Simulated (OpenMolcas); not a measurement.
**C2H2F2 (vinylidene fluoride) at 6 levels**

Aim: a comparison of 6 runs (HF/3-21G, HF/aug-cc-pVDZ, M06-L/aug-cc-pVDZ, PBE0/aug-cc-pVDZ, r2SCAN/aug-cc-pVDZ, MP2/aug-cc-pVDZ) of C2H2F2 (vinylidene fluoride). 

The calculation is run with OpenMolcas 26.06.

1 further run of the same task is left out (set aside as unsound or not needed).

### 1 Starting point

The species is C2H2F2 (6 atoms), meant as a singlet with charge 0. SMILES: `C=C(F)F`. Geometry: relaxed at PBE0-D4/def2-TZVP.

Bond lengths: C1–C2 1.315 Å, C2–F3 1.313 Å, C2–F4 1.313 Å, C1–H5 1.079 Å, C1–H6 1.079 Å. Angles: C1–C2–F3 125.2°, C1–C2–F4 125.2°, F3–C2–F4 109.6°, C2–C1–H5 119.7°, C2–C1–H6 119.7°, H5–C1–H6 120.6°.

### 2 Energy and gradient at HF/3-21G (run 1)

struct.xyz

```xyz
6

C     -0.115900     0.471000    -0.544400
C      0.105000    -0.394600     0.420100
F     -0.454900    -0.363600     1.607600
F      0.919200    -1.422100     0.343000
H      0.394200     0.360600    -1.488400
H     -0.805600     1.284800    -0.384200
```

run.input

```
* C2H2F2 Hartree-Fock

&GATEWAY
  BasLib=$CurrDir
  Coord=struct.xyz
  Basis=3-21G
  Group=NoSym

&SEWARD

&SCF
  Thresholds=1e-10 1e-07 1e-07 1e-05
  PrOrbitals=1 1

&ALASKA
```

The basis set 3-21G is read from a file made from the Basis Set Exchange's data (not shown).

On the command line:

```
$ export MOLCAS_MEM=1860
$ pymolcas run.input > run.log
```

Log:

```text
--- Start Module: gateway ---
[...]
--- Stop Module: gateway /rc=_RC_ALL_IS_WELL_ ---
[...]
      Basis functions           40
[...]
--- Start Module: scf ---
[...]
       Convergence after  14 Iterations
[...]
::    Total SCF energy                               -274.2460030856
[...]
      Total spin, S                                     0.0000000000
[...]
      Total electronic charge=   32.000000
      Total            charge=   -0.000000
[...]
      Dipole Moment (debye):
      Origin of the operator (angstrom)=    0.1293   -0.4898    0.5261
                   X= -2.7557E-01               Y=  1.0795E+00               Z= -1.2030E+00           Total=  1.6397E+00
      Quadrupole Moment (debye*angstrom):
[...]
--- Stop Module: scf /rc=_RC_ALL_IS_WELL_ ---
--- Start Module: alaska ---
[...]
 *              Molecular gradients               *
 **************************************************
  Irreducible representation: a
 ------------------------------------------------------------------------------------------
                              X                       Y                       Z
 ------------------------------------------------------------------------------------------
  C1               -2.19196413154110E-03    8.65721237555217E-03   -9.66341745141808E-03
  C2                7.72507091020214E-03   -3.02778238108972E-02    3.37363143358052E-02
  F3                1.01841040613477E-02   -1.35521537288819E-03   -2.02699377842368E-02
  F4               -1.43009873484754E-02    1.75000660292035E-02    2.27255222293232E-03
  H5                4.73538130278528E-03   -1.45938539655480E-03   -8.03952308652223E-03
  H6               -6.15160479432530E-03    6.93514617562263E-03    1.96401176346406E-03
 ------------------------------------------------------------------------------------------
--- Stop Module: alaska /rc=_RC_ALL_IS_WELL_ ---
[...]
```

Run time: 2.1 s. Hardware: 1 thread of Arm Neoverse V1, shared host; peak memory 0.37 GiB.

### 3 Energy and gradient at HF/aug-cc-pVDZ (run 2)

job.inp

```
* C2H2F2 Hartree-Fock

&GATEWAY
 BasLib=$CurrDir
 Coord
 6
 angstrom
 C       -0.115900       0.471000      -0.544400
 C        0.105000      -0.394600       0.420100
 F       -0.454900      -0.363600       1.607600
 F        0.919200      -1.422100       0.343000
 H        0.394200       0.360600      -1.488400
 H       -0.805600       1.284800      -0.384200
 Basis=aug-cc-pVDZ
 Group=NoSym

&SEWARD

&SCF
 Thresholds=1e-10 1e-07 1e-07 1e-05
 PrOrbitals=1 1

&ALASKA
```

The basis set aug-cc-pVDZ is read from a file made from the Basis Set Exchange's data (not shown).

On the command line:

```
$ export MOLCAS_MEM=1860
$ pymolcas job.inp > job.log
```

Log:

```text
--- Start Module: gateway ---
[...]
--- Stop Module: gateway /rc=_RC_ALL_IS_WELL_ ---
[...]
      Basis functions          110
[...]
--- Start Module: scf ---
[...]
       Convergence after  15 Iterations
[...]
::    Total SCF energy                               -275.7767509120
[...]
      Total spin, S                                     0.0000000000
[...]
      Total electronic charge=   32.000000
      Total            charge=   -0.000000
[...]
      Dipole Moment (debye):
      Origin of the operator (angstrom)=    0.1293   -0.4898    0.5261
                   X= -2.5192E-01               Y=  9.8691E-01               Z= -1.0998E+00           Total=  1.4990E+00
      Quadrupole Moment (debye*angstrom):
[...]
--- Stop Module: scf /rc=_RC_ALL_IS_WELL_ ---
[...]
--- Start Module: alaska ---
[...]
 *              Molecular gradients               *
 **************************************************
  Irreducible representation: a
 ------------------------------------------------------------------------------------------
                              X                       Y                       Z
 ------------------------------------------------------------------------------------------
  C1               -1.19462215555499E-03    4.74643349723181E-03   -5.30898574861105E-03
  C2                3.39261046084616E-04   -1.33162227534700E-03    1.48090081649355E-03
  F3               -4.41575848944353E-03    1.35044046901900E-03    7.50884412248354E-03
  F4                5.72344771653732E-03   -6.46562719743038E-03   -1.81463034491580E-03
  H5                8.43426526658586E-04    2.19574391064348E-05   -1.90920265665984E-03
  H6               -1.29575464427378E-03    1.67841806738611E-03    4.30738111880241E-05
 ------------------------------------------------------------------------------------------
--- Stop Module: alaska /rc=_RC_ALL_IS_WELL_ ---
[...]
```

Wall time 17 s (1 thread of Arm Neoverse V1, shared host); peak memory 0.65 GiB.

Run 3 isn't shown in full; the table further down has it.

### 4 Energy and forces at PBE0/aug-cc-pVDZ (run 4)

test.inp

```
&GATEWAY
  BASLIB=$CurrDir
  COORD
  6
  angstrom
  C       -0.115900       0.471000      -0.544400
  C        0.105000      -0.394600       0.420100
  F       -0.454900      -0.363600       1.607600
  F        0.919200      -1.422100       0.343000
  H        0.394200       0.360600      -1.488400
  H       -0.805600       1.284800      -0.384200
  BASIS=aug-cc-pVDZ
  GROUP=NoSym

&SEWARD
  GRIDINPUT
  Grid=UltraFine
  End of Grid

&SCF
  KSDFT=PBE0
  THRESHOLDS=1e-10 1e-07 1e-07 1e-05
  PRORBITALS=1 2

&ALASKA
```

The basis set aug-cc-pVDZ is read from a file made from the Basis Set Exchange's data (not shown).

On the command line:

```
$ export MOLCAS_MEM=1860
$ pymolcas test.inp > test.log
```

Log:

```text
--- Start Module: gateway ---
[...]
--- Stop Module: gateway /rc=_RC_ALL_IS_WELL_ ---
[...]
      Basis functions          110
[...]
--- Start Module: scf ---
[...]
       Convergence after  13 Iterations
[...]
::    Total KS-DFT energy                            -276.8210781784
[...]
      Total spin, S                                     0.0000000000
[...]
      Total electronic charge=   32.000000
      Total            charge=   -0.000000
[...]
      Dipole Moment (debye):
      Origin of the operator (angstrom)=    0.1293   -0.4898    0.5261
                   X= -2.0814E-01               Y=  8.1534E-01               Z= -9.0857E-01           Total=  1.2384E+00
      Quadrupole Moment (debye*angstrom):
[...]
--- Stop Module: scf /rc=_RC_ALL_IS_WELL_ ---
[...]
--- Start Module: alaska ---
[...]
 *              Molecular gradients               *
 **************************************************
  Irreducible representation: a
 ------------------------------------------------------------------------------------------
                              X                       Y                       Z
 ------------------------------------------------------------------------------------------
  C1                8.65966318130296E-04   -3.33410054562666E-03    3.69320154110753E-03
  C2                2.24269763615559E-04   -8.81006761961345E-04    9.80122483176693E-04
  F3                3.84516302884208E-03    9.07865035082445E-06   -8.52752893901432E-03
  F4               -5.72812545342316E-03    7.37841097616254E-03    2.90157902228749E-04
  H5               -2.19057962311386E-03    4.02212908856725E-04    4.17088826032197E-03
  H6                2.98330596596630E-03   -3.57459522773373E-03   -6.06841247785289E-04
 ------------------------------------------------------------------------------------------
--- Stop Module: alaska /rc=_RC_ALL_IS_WELL_ ---
[...]
```

Wall time 44 s (1 thread of Arm Neoverse V1, shared host); peak memory 0.65 GiB.

Run 5 isn't shown in full; the table further down has it.

### 5 A single-point energy at MP2/aug-cc-pVDZ (run 6)

mol.xyz

```xyz
6

C     -0.115900     0.471000    -0.544400
C      0.105000    -0.394600     0.420100
F     -0.454900    -0.363600     1.607600
F      0.919200    -1.422100     0.343000
H      0.394200     0.360600    -1.488400
H     -0.805600     1.284800    -0.384200
```

run.inp

```
&gateway
 baslib = $CurrDir
 coord = mol.xyz
 basis = aug-cc-pVDZ
 group = NoSym

&seward

&scf
 thresholds = 1e-10 1e-07 1e-07 1e-05
 prorbitals = 1 2

&mbpt2
 frozen = 4
```

The basis set aug-cc-pVDZ is read from a file made from the Basis Set Exchange's data (not shown).

On the command line:

```
$ export MOLCAS_MEM=1860
$ pymolcas run.inp > run.log
```

Log:

```text
--- Start Module: gateway ---
[...]
--- Stop Module: gateway /rc=_RC_ALL_IS_WELL_ ---
[...]
      Basis functions          110
[...]
--- Start Module: scf ---
[...]
       Convergence after  15 Iterations
[...]
::    Total SCF energy                               -275.7767509120
[...]
      Total spin, S                                     0.0000000000
[...]
      Total electronic charge=   32.000000
      Total            charge=   -0.000000
[...]
      Dipole Moment (debye):
      Origin of the operator (angstrom)=    0.1293   -0.4898    0.5261
                   X= -2.5192E-01               Y=  9.8691E-01               Z= -1.0998E+00           Total=  1.4990E+00
      Quadrupole Moment (debye*angstrom):
[...]
--- Stop Module: scf /rc=_RC_ALL_IS_WELL_ ---
[...]
--- Start Module: mbpt2 ---
[...]
WARNING!
Default frozen orbitals as non valence orbitals is overwritten by user input.
Default values:   4
[...]
       Reference weight ( Cref**2 )         =        0.84815
::    Total MBPT2 energy                             -276.4494100468
[...]
      Total MBPT2 calculations                           0.55      0.62
--- Stop Module: mbpt2 /rc=_RC_ALL_IS_WELL_ ---
[...]
```

It took 14 s on 1 thread of Arm Neoverse V1, shared host; peak memory 0.65 GiB.

### 6 The series

| run | level | integration grid | task | energy (Eh) | dipole moment (D) of the reference | HOMO energy (eV) | LUMO energy (eV) | wall time |
| --- | --- | --- | --- | --- | --- | --- | --- | --- |
| 1 | HF/3-21G | – | gradient | -274.246003 | 1.64 | -10.67 | 5.08 | 2.1 s |
| 2 | HF/aug-cc-pVDZ | – | gradient | -275.776751 | 1.50 | -10.71 | 1.02 | 17 s |
| 3 | M06-L/aug-cc-pVDZ | UltraFine | gradient | -277.064237 | 1.11 | -6.67 | -0.34 | 59 s |
| 4 | PBE0/aug-cc-pVDZ | UltraFine | gradient | -276.821078 | 1.24 | -7.79 | 0.04 | 44 s |
| 5 | r2SCAN/aug-cc-pVDZ | UltraFine | gradient | -276.973354 | 1.13 | -6.73 | -0.38 | 62 s |
| 6 | MP2/aug-cc-pVDZ | – | energy | -276.449410 | 1.50 | -10.71 | 1.02 | 14 s |

### 7 Results

| quantity | value |
| --- | --- |
| run 6: total energy | -276.44941 Eh |
| run 6: dipole moment (mean-field density) | 1.50 D |
| run 6: HOMO energy (Hartree–Fock orbitals) | -10.71 eV |
| run 6: LUMO energy (Hartree–Fock orbitals) | 1.02 eV |
| run 6: HOMO–LUMO gap (Hartree–Fock orbitals) | 11.73 eV |
| run 6: correlation energy (4 core orbitals frozen) | -672.7 mEh |

**Reading.** Over runs 1, 2, 3, 4, 5 the dipole moment (its size) runs from 1.11 D (M06-L/aug-cc-pVDZ) to 1.64 D (HF/3-21G). The two ends differ in method and basis. Over runs 1, 2, 3, 4, 5 the HOMO–LUMO gap runs from 6.33 eV (M06-L/aug-cc-pVDZ) to 15.75 eV (HF/3-21G). Totals of different functionals can't be ranked against each other. All runs together took 3.3 min, the longest 62 s.
